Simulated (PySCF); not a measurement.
EPR parameters of C4H7

Species: C4H7 (doublet state).
Numbering: `[CH3:1][C@@H:2]1[CH:3][CH2:4]1` (hydrogens: H5, H6, H7 on C1; H8 on C2; H9 on C3; H10, H11 on C4)

Geometry (GFN2-xTB, Å), atoms numbered from 1 in this order:
```
atom  x, y, z in Å
C1    -1.3761    0.1995   -0.2230
C2    -0.0352   -0.4827   -0.0621
C3     0.8305   -0.1895    1.0800
C4     1.2296    0.3470   -0.2198
H5    -1.3430    1.2037    0.1916
H6    -1.6477    0.2639   -1.2756
H7    -2.1482   -0.3641    0.2981
H8    -0.0363   -1.5007   -0.4517
H9     1.3420   -0.8202    1.7750
H10    2.1001   -0.0573   -0.7270
H11    1.0897    1.4031   -0.4116
```

Method: UKS B3LYP, pcH-1 on C H, non-relativistic, mean-field spin-orbit, GIAO (PySCF 2.14.0). Isolated species at its GFN2-xTB geometry, gas phase. A GFN2-xTB geometry isn't a minimum of the functional, and hyperfine couplings can be far from their values at a DFT geometry. Stability of the SCF solution: not tested.

| Quantity | Value |
| --- | --- |
| g1, g2, g3 | 2.00218, 2.00279, 2.00311 |
| g_iso | 2.00269 |
| Form of g | rhombic: the two nearest values differ by 34 % of g3 − g1 |
| ⟨S²⟩ | 0.7530 (exact 0.7500) |
| α and β electrons | 16, 15 |
| HOMO–LUMO gap, α and β orbitals | 7.47, 6.01 eV |
| Basis functions | 170 |

Isotropic coupling and dipolar principal values T1 to T3, in G; ρ(0) is the spin density at the nucleus (MHz turned into gauss with g_iso; 10 G = 1 mT):

```csv
atom,isotope,a_iso,T1,T2,T3,Mulliken spin population,ρ(0) (bohr⁻³)
C1,13C,15.2,-1.3,-1.1,2.5,0.03,0.0379
C2,13C,-6.3,-1.6,-0.1,1.7,-0.03,-0.0158
C3,13C,98.8,-27.0,-25.5,52.6,0.97,0.2464
C4,13C,-7.1,-1.7,0.0,1.7,-0.04,-0.0177
H5,1H,-0.9,-1.8,-0.9,2.6,0.00,-0.0005
H6,1H,-0.8,-1.0,-0.7,1.6,0.00,-0.0005
H7,1H,-0.1,-1.1,-0.8,1.9,0.00,-0.0001
H8,1H,17.4,-1.9,-0.7,2.6,0.02,0.0109
H9,1H,-4.0,-12.1,-1.4,13.4,-0.02,-0.0025
H10,1H,19.6,-1.9,-0.7,2.6,0.03,0.0123
H11,1H,31.6,-2.3,-1.4,3.7,0.03,0.0198
```

The largest Mulliken spin population is on C3 (+0.97). The angles at C3 add up to 326.6°, so it is pyramidal.

Axes: g3 points within 14° of the C3–H9 bond.

Under fast tumbling the dipolar parts average out, and these isotropic splittings remain: 1 × 1H (H11, I = 1/2, 2 lines) with 3.16 mT, 1 × 1H (H10, I = 1/2, 2 lines) with 1.96 mT, 1 × 1H (H8, I = 1/2, 2 lines) with 1.74 mT, 1 × 1H (H9, I = 1/2, 2 lines) with 0.40 mT and 3 × 1H (H5/H6/H7, I = 1/2, 4 lines) with 0.06 mT.

Class means assume fast exchange of nuclei equivalent by connectivity; if that motion is slow, each nucleus keeps its own coupling.

The 13C coupling of C3 (277.0 MHz) shows only in satellite lines or after enrichment, since that isotope makes up about 1.07 % of natural carbon.

Examples of negative spin density at the nucleus (bohr⁻³): C4 (-0.0177), C2 (-0.0158) and H9 (-0.0025).
